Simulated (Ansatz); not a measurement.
1T (CdI2-type) CdI2 was calculated with HSE06-D3(BJ) (PAW; Ansatz, a program for electronic structure).

Run with plane-wave cutoff 460 eV, 9×9×4 k mesh (along the axes of the cell as run), Fermi–Dirac smearing 0.01 eV, scalar-relativistic PAW data made under PBE.

Computed at the level's own relaxed cell.

Estimate the lattice constant a, lattice parameter c, band gap and smallest direct gap on the k points sampled that the calculation returns.


* **lattice constant a**: 4.199 Å
* **lattice parameter c**: 6.701 Å
* **band gap**: 3.30 eV
* **smallest direct gap on the k points sampled**: 3.68 eV

Measured, for comparison: lattice constant a 4.244 Å, lattice parameter c 6.859 Å (temperature not stated, not corrected to a static lattice; as tabulated in de Haan, NBS Special Publication (1969), 233, by the Crystallography Open …). Computed (rounded) less measured: lattice constant a -1.1 %, lattice parameter c -2.3 %. A static lattice is as a rule a little smaller and stiffer than an uncorrected measurement, which narrows the difference in the lattice constant a and would widen misses of the other sign.

Spin–orbit coupling is not included; with these elements it can move the gap by several tenths of an eV or more.

Static lattice: no zero-point or thermal effects.

Computing time: very roughly 120 core-minutes.
